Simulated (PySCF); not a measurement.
Isomers of C2H8Si. Method used: PBE0-D3(BJ)/def2-SVP geometry optimisation, gas phase in PySCF. Energies are electronic, without zero-point or thermal terms, for one conformer each. No frequencies were run at this level. Point groups hold within 0.08 Å.

Problem. Order them by energy at this level, lowest first, and give relative energies in kcal/mol.
A. dimethylsilane (`C[SiH2]C`)
B. `CC[SiH3]`

Solution. A (0.0), B (9.2).

```tsv
SMILES	E (Eh)	E rel (kcal/mol)	dipole (D)	point group	A, B, C (MHz)
C[SiH2]C	-370.15814	0.0	0.80	Cs	16494, 5831, 4809
CC[SiH3]	-370.14347	9.2	0.86	Cs	23430, 4837, 4439
```

Problem. How do the relative energies change in single points at PBE0/pcSseg-2 (no added dispersion term) on the same geometries?

Solution. 
```
  SMILES  PBE0-D3(BJ)/def2-SVP (kcal/mol)  PBE0/pcSseg-2 (kcal/mol)  shift
C[SiH2]C                              0.0                       0.0    0.0
CC[SiH3]                              9.2                      11.3   +2.1
```

Each column counts from its own lowest isomer. The order is unchanged; the largest shift is 2.1 kcal/mol.

Problem. As an exercise, what shares would exp(−E/RT) give at 2000 K from these electronic energies alone (no entropy, no degeneracies)?

Solution. RT = 3.974 kcal/mol: C[SiH2]C 91.0 %, CC[SiH3] 9.0 %.
